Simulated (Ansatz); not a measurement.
**Worked example: correlation energy of AlS⁺, singlet**

Geometry: that of the AlS, doublet, kept fixed.

```json
{"atom": "Al", "x (Å)": "0.0000", "y (Å)": "0.0000", "z (Å)": "0.0000"}
{"atom": "S", "x (Å)": "0.0000", "y (Å)": "0.0000", "z (Å)": "2.0316"}
```

Basis 6-31G; Ansatz 0.2.0. Only valence electrons are correlated (noble-gas cores frozen), which leaves 8 electrons in 16 orbitals. Prefix R: restricted or restricted open-shell reference.

Full CI is exact within this basis and frozen core; it isn't the basis-set limit.

RCCSD has a T1 diagnostic of 0.052 and a largest doubles amplitude of 0.18.

Runs differ by some tens of microhartree through their thresholds, so steps under 0.03 kcal/mol mean nothing.

```
    level  total energy (hartree)
      RHF             -639.029063
     RMP2             -639.124364
    RCCSD             -639.139031
 RCCSD(T)             -639.145229
   RCCSDT             -639.146897
RCCSDT(Q)             -639.147230
  RCCSDTQ             -639.146953
  full CI             -639.146776
```

Task: What is the correlation energy at full CI, and what share of it do RMP2 and RCCSD(T) recover?

Result: E(corr) = -639.146776 − (-639.029063) = -0.117713 hartree = -3.203 eV. RMP2: -0.095301 / -0.117713 = 80.96 %. RCCSD(T): -0.116166 / -0.117713 = 98.69 %.

Task: By how many kcal/mol does RCCSD(T) miss full CI (1 hartree = 627.509 kcal/mol), and which steps make up the rest?

Result: -639.145229 − (-639.146776) = 0.001547 hartree = 0.97 kcal/mol. Steps: RCCSDT − RCCSD(T) = -1.05, RCCSDT(Q) − RCCSDT = -0.21, RCCSDTQ − RCCSDT(Q) = 0.17, full CI − RCCSDTQ = 0.11 kcal/mol. With more than one leading determinant such errors change with state and geometry, and needn't cancel in differences.
